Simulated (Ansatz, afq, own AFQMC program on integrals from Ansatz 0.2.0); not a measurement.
**C$_{2}$H$_{5}$, doublet: AFQMC among the cluster methods**

```xyz
7

C     0.0000   -0.0047    0.8075
C     0.0000    0.0011   -0.8742
H     0.0000   -1.1559    1.2695
H     0.9951    0.5886    1.2731
H    -0.9951    0.5886    1.2731
H     0.0000   -1.0427   -1.5244
H     0.0000    1.0634   -1.4967
```

Basis 6-31G. Only valence electrons are correlated. Integrals, coupled cluster, full CI and functionals: Ansatz 0.2.0; the random walks run on the same integrals in our own AFQMC program. The CISD trial takes its coefficients from CCSD amplitudes. Released means that phaseless walkers are propagated on without the constraint, phases kept. Error bars are statistical, one sigma.

Determinant: UHF, the one that the program's search chose, which needn't be the lowest solution. The geometry is a point of a scan.

No full CI on the walks' own integrals is used here; CCSDT(Q) serves as the reference and is uncertain by about the last step of the cluster series.

Cautions: the ph-AFQMC/CISD walk drifts between its halves (2.3 errors).

The T1 diagnostic is 0.0110. The weight of the determinant in the CISD state is 0.885, the ⟨S²⟩ of the determinant is 0.781 and the size of the correlated space is 13 electrons in 26 orbitals.

Reference: CCSDT(Q), correlation energy -6.090 eV. The released energy is read at 2.40 1/Eh (meV from the phaseless value at times in 1/Eh: -6 ± 14 at 0.24, -7 ± 11 at 0.51, -4 ± 10 at 0.99, 11 ± 14 at 1.62, 18 ± 14 at 2.40).

| level | E − E(reference) (kcal/mol) | share of correlation (%) |
| --- | --- | --- |
| HF | 140.45 | 0.00 |
| MP2 | 27.24 | 80.61 |
| CCSD | 3.70 | 97.37 |
| CCSD(T) | 0.59 | 99.58 |
| CCSDT | 0.16 | 99.89 |
| ph-AFQMC/HF | -3.45 ± 2.15 | 102.46 |
| ph-AFQMC/CISD | -0.03 ± 0.36 | 100.02 |
| released AFQMC | 0.39 ± 0.33 | 99.73 |

A walk keeps the symmetry of its determinant, which the program's search chose and which needn't be the lowest solution, so a lower state of the same spin and another symmetry isn't excluded. Released energies are given only where the last usable release times agree within the noise; a slower fall can still hide under it.
